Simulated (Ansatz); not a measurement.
## One structure, 3 elements: Li2F3, Li2Cl3, Li2Br3

Plane-wave DFT in Ansatz with scalar-relativistic PAW potentials, cutoff 420 eV, Γ-centred meshes chosen by cell and gap, Gaussian smearing with energies taken to zero width. Every cell was relaxed (cell and atoms) in a run of its own, within the symmetry of its start. Functional: PBE.

All members share space group P-3m1 and the same sites; only the element on one set of sites changes (F, Cl, Br). Members needn't be the stable form of their composition. Energies over the elements, where given, are against the elements' standard states in the same functional (H₂, N₂, O₂ and halogens uncorrected, Hg as a solid). The first member:

Space group P-3m1 (No. 164). a = 3.144 Å, b = 3.144 Å, c = 5.913 Å, α = 90.00°, β = 90.00°, γ = 120.00°
```json
{"atom": "Li", "site": "2d", "symmetry": "3m.", "x": "0.3333", "y": "0.6667", "z": "0.2303"}
{"atom": "F", "site": "1a", "symmetry": "-3m.", "x": "0.0000", "y": "0.0000", "z": "0.0000"}
{"atom": "F", "site": "2d", "symmetry": "3m.", "x": "0.3333", "y": "0.6667", "z": "0.6732"}
```

Problem. How do size, gap and binding change down the group?

Solution.
```csv
compound,V (Å³/atom),a (Å),c (Å),energy over elements (eV/atom),largest moment (μB)
Li2F3,10.12,3.144,5.913,-2.215,0.33
Li2Cl3,19.91,3.806,7.935,-1.272,no spin
Li2Br3,24.06,4.035,8.534,-1.060,no spin
```

Over the series the volume grows at each step down the group; all are metallic on the mesh; binding against the elements weakens. Less electronegative, larger anions gain less from charge transfer and lattice energy, in line with the weaker binding.

Each cell of Li2Br3, Li2Cl3 holds layers, and where no dispersion correction was added their binding is poorly described. Spin polarisation was left out for Li2Br3, Li2Cl3 (a zero moment there is imposed), and a magnetic state may lie lower. Magnetic cells started from one order each; another order can shift an energy by tens of meV per atom.